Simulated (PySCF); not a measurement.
## Gas-phase XPS of `O=[P+]=O`, computed

PO₂ (charge +1).
Z-matrix (Å and degrees, PBE0-D3(BJ)/def2-SVP geometry), rows numbered from 1:
```
O 
P   1  1.4429
O   2  1.4429  1  179.97
```

Method used: delta-SCF UKS SCAN, pcX-2 on the ionised atom, pcseg-1 elsewhere, spin-free X2C in PySCF. These are vertical core ionisation energies against the vacuum level, from separate self-consistent calculations with and without the core hole.

Problem. What binding energy does each computed site have?

Solution. 
| atom(s) | bonded to | level | binding energy (eV) | count |
| --- | --- | --- | --- | --- |
| O1/O3 | P (double bond) | O 1s | 549.18 | 2 |
| P2 | 2 O (double bond) | P 1s | 2164.93 | 1 |

Problem. Which photon energy gives electrons from O 1s of O1/O3 a kinetic energy of 100 eV, and what is their de Broglie wavelength?

Solution. hν = 549.18 + 100 = 649.18 eV, recoil neglected; λ = 12.264 Å/√(E/eV) = 1.23 Å.

Problem. Give the binding energy of O 1s of O1/O3 in hartree and in kJ/mol.

Solution. 549.18 eV = 20.1820 Eh = 52988 kJ/mol.

The first atom of each set that the bonding makes equivalent was ionised and stands for the set. Not every level is listed. The species carries charge +1, so core ionisation leaves charge +2. Isolated species at its PBE0-D3(BJ)/def2-SVP geometry, gas phase.
